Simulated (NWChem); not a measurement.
Molecule: hydrogen chloride (HCl); SMILES Cl

```xyz
2

Cl     0.0000     0.0000     0.0710
H      0.0000     0.0000    -1.2076
```
Atoms are numbered in this order, from 1.

Program: NWChem. Geometry: optimised at PBE0-D3(BJ)/def2-TZVP.

**Question.** Predict the results for PBE/STO-3G. Quantities: highest occupied level (eV); orbital gap (eV); dipole (D).

**Answer.** 
| Property | Value |
|---|---|
| highest occupied level (eV) | -5.94 |
| orbital gap (eV) | 9.80 |
| dipole (D) | 1.67 |
